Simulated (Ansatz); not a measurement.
Basis-set series for H₄NSi (`[NH][SiH3]`) radical. Charge 0, multiplicity 2. The geometry is a stationary point of PBE0-D4/def2-TZVP.

```json
{"functional": "PBE0-D4", "basis": "def2-SVP", "functions": "52", "energy (Eh)": "-346.25413", "HOMO (eV)": "-7.76", "LUMO (eV)": "-3.14"}
{"functional": "PBE0-D4", "basis": "def2-TZVPP", "functions": "129", "energy (Eh)": "-346.42899", "HOMO (eV)": "-8.03", "LUMO (eV)": "-3.41"}
{"functional": "ωB97M-V", "basis": "def2-SVP", "functions": "52", "energy (Eh)": "-346.38386", "HOMO (eV)": "-10.08", "LUMO (eV)": "-0.97"}
{"functional": "ωB97M-V", "basis": "def2-TZVPP", "functions": "129", "energy (Eh)": "-346.56322", "HOMO (eV)": "-10.38", "LUMO (eV)": "-1.35"}
```

Task: Give the rows for def2-QZVPP. (Estimate.)

Result: Computed: 
```
functional       basis  functions  energy (Eh)  HOMO (eV)  LUMO (eV)
   PBE0-D4  def2-QZVPP        247   -346.44272      -8.07      -3.46
   ωB97M-V  def2-QZVPP        247   -346.57599     -10.42      -1.43
```

HOMO and LUMO are taken over both spins.
